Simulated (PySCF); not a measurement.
## From computed data to an observable: chemical shift, span and skew from a shielding tensor

C2H5O, SMILES CC[O] (connectivity only; charge and spin as stated), charge -1, multiplicity 1. Atoms are numbered in the order given.

```xyz
8

C     -0.2057    -1.1791     0.0000
C      0.4858     0.2123     0.0000
O     -0.3627     1.2477     0.0000
H      0.5269    -2.0128     0.0000
H     -0.8503    -1.2702    -0.8913
H     -0.8503    -1.2702     0.8913
H      1.1972     0.1865     0.8901
H      1.1972     0.1865    -0.8901
```
Charge -1, spin multiplicity 1.

The structure is a stationary point at ωB97X-D3(BJ)/def2-SVPD. The multiplicity is an assumed one; other spin states were not compared. The isomer is the one that the SMILES or the coordinates give; other isomers of the formula were not compared.

GIAO shieldings from PBE/pcSseg-2 (PySCF), non-relativistic, no solvent. The symmetric part of the tensor of C2 has the principal values 61.4, 64.9, 152.0 ppm. The same nucleus in TMS has σ = 181.4 ppm at this level (PySCF, at its B3LYP-D3(BJ)/def2-TZVP geometry).

Question: Work out the isotropic shielding, the ¹³C shift against TMS, the span and the skew.

Answer: 
σ(iso) = (σ11 + σ22 + σ33)/3 = 92.8 ppm. δ = σ(ref) − σ(iso) = 181.4 − (92.8) = 88.6 ppm.
Span Ω = σ33 − σ11 = 90.6 ppm. Skew κ = 3(σ(iso) − σ22)/Ω = 0.92. Tumbling in solution averages the tensor to δ; in a static solid the shielding alone would spread this spin-1/2 line over Ω.
